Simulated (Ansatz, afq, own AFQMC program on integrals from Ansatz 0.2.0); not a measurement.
Two steps: Ansatz 0.2.0 writes the Fock matrix and Cholesky factors of the valence space, and afq projects on them the lowest state that overlaps trial and start.

```yaml
crystal:
  periodic: [false, false, false]
  atoms:
    - {symbol: Ge, position_ang: [0.000190, 0.000006, -0.035544]}
    - {symbol: H, position_ang: [1.343272, 0.009089, 0.861072]}
    - {symbol: H, position_ang: [-0.686473, 1.162532, 0.850402]}
    - {symbol: H, position_ang: [-0.670496, -1.172025, 0.850119]}
basis:
  gaussian: {orbitals: aug-cc-pVDZ}
magnetization: {spin_polarized: true, initial_magnetization: 1}
correlation: {method: ccsd_t, electrons: outside_noble_gas, hamiltonian_folder: ham}
```

```sh
$ ansatz run in.yaml --threads 1 --pin off --events-out ev --progress --plain --max-ram 1843MiB
```

Options of the walk:

```
--method free --trial cisd --walkers 60 --time-step 0.03 --max-blocks 80 --target-error 0.00032 --factor-cut 1e-05 --seed 19 --times 0,0.3,0.6,1.2,1.8,2.4,3.6,4.8,6 --taylor-order 8
```

Times are imaginary, in 1/Eh. The walk had a cap of 2033 s. Filled inner d shells are frozen with the cores.

afq prints:

```
orbitals 49  electrons 4 3  factors 409 of 659
reference energy -2077.00699802 Eh
CCSD correlation -0.12643194 Eh in 10 cycles, weight of the determinant in the CISD state 0.9163
repeat  energy at the last time / Eh  error
    10  -2077.138439  0.000965
    20  -2077.138463  0.000569
    30  -2077.138272  0.000446
    40  -2077.137799  0.000399
    50  -2077.137657  0.000341
    60  -2077.137674  0.000311
time / (1/Eh)  energy / Eh  error  mean overlap
  0.00  -2077.133484  0.000053  1.0920
  0.30  -2077.135228  0.000078  1.0911
  0.60  -2077.136089  0.000083  1.0959
  1.20  -2077.136844  0.000103  1.0918
  1.80  -2077.137051  0.000115  1.0934
  2.40  -2077.137218  0.000128  1.1071
  3.60  -2077.137282  0.000171  1.1072
  4.80  -2077.137327  0.000208  1.1098
  6.00  -2077.137689  0.000305  1.1199
energy -2077.137689 +/- 0.000305 Eh
```

The run passed its tests (error under three times the target), which doesn't prove that it has relaxed.

Against this walk (error 8.3 meV) on the same determinant: CCSD(T) 34.0 meV higher, CCSDT(Q) 9.4 meV higher (within the noise). The error is statistical, and a free projection of finite length keeps a remainder of its start. The last points still move (meV from the last: 17 ± 3 at 1.80, 13 ± 3 at 2.40, 11 ± 5 at 3.60, 10 ± 6 at 4.80, 0 ± 8 at 6.00), but the last one has reached CCSDT(Q) within the noise or passed it, so little can be left to fall.

Cautions: remainder of the start not in the error; no relativity below Rb; no spin-orbit coupling; inner d shell frozen.

The walk took 5.2 min on 1 thread of Arm Neoverse V2 (shared host). The log's last line is the free-projection energy.

CCSDT and higher add their correlation energy to the determinant of the CCSD(T) run, since their own runs factorise the integrals more tightly (a shift of under 2 meV). A walk keeps the symmetry of its determinant, which the program's search chose and which needn't be the lowest solution, so a lower state of the same spin and another symmetry isn't excluded.
